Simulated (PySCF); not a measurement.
TDDFT excited states: C3H8OP2

Species: C3H8OP2.
Cartesian coordinates in Å at the GFN2-xTB level; atoms count from 1:
```
atom  x, y, z in Å
C1    -2.5806    0.3445   -0.0738
C2    -1.6305   -0.1326    0.7128
P3     0.0428    0.5262    0.5442
O4     0.1831    1.6377   -0.3941
C5     1.1017   -0.9283    0.1849
P6     2.9030   -0.4556    0.1147
H7    -3.6015   -0.0005   -0.0429
H8    -2.3430    1.1219   -0.7837
H9    -1.8043   -0.9068    1.4458
H10    0.4042    0.8375    1.8586
H11    0.9573   -1.7049    0.9392
H12    0.8070   -1.3354   -0.7881
H13    2.7027    0.6436   -0.7169
H14    2.8575    0.3521    1.2573
```

Level of theory: TDDFT B3LYP/def2-SVPD, vertical, gas phase, core orbitals frozen in the response (PySCF 2.14.0, density-fitted response routines).

| state | E (eV) | λ (nm) | f | main configurations (H = HOMO, L = LUMO) |
| --- | --- | --- | --- | --- |
| S1 | 5.38 | 230.5 | 0.083 | H→L (91%) |
| S2 | 5.65 | 219.3 | 0.0074 | H-1→L (95%) |
| S3 | 5.93 | 209.1 | 0.0082 | H-2→L (94%) |
| S4 | 6.47 | 191.5 | 0.0084 | H→L+1 (96%) |
| S5 | 6.80 | 182.3 | 0.023 | H→L+2 (88%) |
| S6 | 7.04 | 176.1 | 0.126 | H→L+3 (85%) |
| S7 | 7.10 | 174.6 | 0.0043 | H-1→L+1 (79%), H-1→L+2 (10%) |
| S8 | 7.21 | 172.1 | 0.048 | H→L+4 (51%), H-2→L+1 (28%) |

Triplets (Tamm–Dancoff): T1 4.39 eV, H-3→L (69%), H→L (21%); T2 5.09 eV, H→L (61%), H-3→L (12%), H-1→L (9%); T3 5.47 eV, H-1→L (83%).

The lowest singlet comes at 231 nm (519 kJ/mol) in the ultraviolet; it is of moderate strength; its leading configuration is HOMO→LUMO (91%). The most intense listed level is S6 at 7.04 eV (176 nm, f = 0.126), 1.66 eV above S1. Löwdin shares by element: HOMO phosphorus 57%, carbon 14% or more, oxygen 7% (atoms not listed hold the other 22%); LUMO carbon 65% or more, phosphorus 8% or more, hydrogen 5% or more (atoms not listed hold the other 22%). The oscillator strengths of these states sum to 0.308; summed over the whole spectrum of an exact calculation they would give the number of electrons, 64 (Thomas–Reiche–Kuhn). Weighted by f, the mean energy of these states is 6.52 eV. Of the 8 states listed, 4 reach f = 0.01 and none stays under 0.0005. The window holds the lowest 8 singlets.

One conformer stands for the species.
